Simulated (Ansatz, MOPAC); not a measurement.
Ladder of methods for the band gap of antifluorite Mg₂Si

Reference value: 0.77 eV (measured, temperature not stated, no zero-point or thermal correction, indirect, Γ–X; as tabulated in Ryu et al. (2019), arXiv:1905.06140).

```
level (code)                                  value (eV)  cell (Å³/atom)  difference (eV)
---------------------------------------  ---------------  --------------  ---------------
PM6 semi-empirical Hartree-Fock (MOPAC)             3.19           17.53            +2.42
LDA (Ansatz)                             0.16 (indirect)           21.31            -0.61
PBE (Ansatz)                             0.21 (indirect)           21.31            -0.56
PBE-D4 (Ansatz)                                     0.18           20.84            -0.59
HSE06 (Ansatz)                           0.57 (indirect)           21.31            -0.20
Hartree–Fock (Ansatz)                    4.87 (indirect)           21.31            +4.10
G0W0@PBEsol (Ansatz)                     0.63 (indirect)           21.34            -0.14
```

Leaving aside PM6 semi-empirical Hartree-Fock (MOPAC) (doubt noted below): Closest of the ranked levels: G0W0@PBEsol (-0.14 eV). Among them Hartree–Fock (+4.10 eV) misses by most.

Semilocal Kohn–Sham gaps run low as a rule, and all computed gaps are for a static lattice, while measured ones hold electron–phonon shifts unless said otherwise.  PM6 semi-empirical Hartree-Fock (MOPAC), PBE-D4: the gap is read on the k mesh or supercell of the run alone and can be too large. PM6 semi-empirical Hartree-Fock (MOPAC): the method was fitted mainly to molecules. PM6 semi-empirical Hartree-Fock (MOPAC): gaps of these semi-empirical methods are Hartree–Fock-like level differences, and their formation enthalpies are fitted 298 K values. PBE-D4: a distance lies near a switch of the dispersion term, which can move the cell. Values are at the measured cell; PM6 semi-empirical Hartree-Fock (MOPAC) at the level's own relaxed cell; PBE-D4 at the level's own relaxed cell. Cutoffs and k meshes differ between the levels. Ansatz's density-functional and Hartree–Fock values are scalar-relativistic unless marked +SOC, with PAW data made under PBE.

Differences are worked out from the printed values.

Ansatz is a quantum-chemistry and plane-wave program.
